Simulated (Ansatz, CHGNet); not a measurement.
Elastic constant C11 (GPa) of solids drawn from the class of carbides, at two levels: the machine-learned potential CHGNet 0.3.0 (trained on PBE and PBE+U data), and PBE (Ansatz, a quantum-chemistry and plane-wave program, PAW).

| solid | CHGNet 0.3.0 | PBE | shift (%) |
|---|---|---|---|
| rock-salt HfC | 347 | 497 | +43 |
| rock-salt ZrC | 310 | 458 | +48 |
| rock-salt TiC | 465 | 511 | +9.9 |
| rock-salt TaC | 385 | 719 | +87 |
| hexagonal WC | 303 | 702 | +132 |
| antifluorite Be₂C | 283 | 572 | +102 |
| rock-salt NbC | 446 | 657 | +47 |

The shifts run from +9.9 % to +132 %, with a median of +48 %.

Over all 7 rows PBE is the larger in 7.

Ansatz's runs of these crystals have no spin polarisation.

Spin–orbit coupling is left out, also for the solids with elements from indium on (rock-salt HfC, rock-salt TaC, hexagonal WC); its size isn't shown.

Each level is taken at its own relaxed cell. Ansatz's density-functional and Hartree–Fock values are scalar-relativistic unless marked +SOC, with PAW data made under PBE.
